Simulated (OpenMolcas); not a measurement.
# How basis sets differ on CH8BN (SMILES [BH3-][NH2+]C)

CH8BN has 11 atoms, charge 0, and is taken as a singlet. As SMILES, `[BH3-][NH2+]C`. Geometry: relaxed at PBE0-D4/def2-TZVP.

Each level gives the dipole moment (D). The values are calculated.

```csv
level,kind,program,value (D),CPU time
HF/ANO-R0 (sfX2C),Hartree–Fock,OpenMolcas,7.22,1.9 s
HF/STO-3G,Hartree–Fock,OpenMolcas,5.85,3.2 s
HF/3-21G,Hartree–Fock,OpenMolcas,5.92,3.6 s
HF/cc-pVDZ,Hartree–Fock,OpenMolcas,5.62,10 s
```

The values span 5.62 to 7.22 D. Magnitudes only. Sets without polarisation functions give poor dipoles. Times are those of the runs behind each value, whatever else they computed, on shared processors of several kinds: orders of magnitude only.
